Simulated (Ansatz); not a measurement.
Ideal-gas functions of `[CH3][Mg][OH]` at 600 K and 1 bar, from an Ansatz frequency run at PBE0-D4/def2-TZVP.

Molar mass 56.35 g/mol, point group C3v (symmetry number 3), electronic degeneracy 1, moments of inertia 3.13, 128.875, 128.875 u Å². Harmonic wavenumbers (cm⁻¹, unscaled): 83, 84, 142, 143, 488, 578, 578, 818, 1149, 1442, 1442, 3034, 3116, 3117, 4086.

Use S(trans) = R[1.5 ln M + 2.5 ln T − 1.1517]; rotational temperatures θ = 24.2544 K / I; S(rot) = R[ln(√π/σ · √(T³/θAθBθC)) + 1.5]; for each mode x = 1.438777 ν̃/T, S = R[x/(eˣ − 1) − ln(1 − e⁻ˣ)] and H = RT x/(eˣ − 1); 1 cm⁻¹ = 0.0119627 kJ/mol; R = 8.31446 J/(mol·K).

**Question.** By hand: the entropy, in J/(mol·K).

**Answer.** Translation 173.7. Rotation: θ = 7.749, 0.1882, 0.1882 K, giving 93.3. Vibration, mode by mode: 21.75, 21.65, 17.31, 17.25, 7.47, 6.24, 6.24, 3.93, 2.10, 1.20, 1.20, 0.05, 0.04, 0.04, 0.00, in all 106.5. Electronic 0.0. Sum 373.5 J/(mol·K).

**Question.** By hand: H − E and G − E in kJ/mol, counted from the electronic energy.

**Answer.** Zero-point energy ½ × 20300 × 0.0119627 = 121.4; thermal vibration 28.3; translation, rotation and pV give 4 RT = 20.0. H − E = 169.7 kJ/mol, and G − E = 169.7 − 600 × 373.5/1000 = -54.4 kJ/mol.

Vibration gives 29 % of the entropy, 78.0 J/(mol·K) of it from the modes under 150 cm⁻¹: soft modes count most, and the harmonic formula is weakest for them. The sum counts one conformer and one mirror image; others add a mixing term.
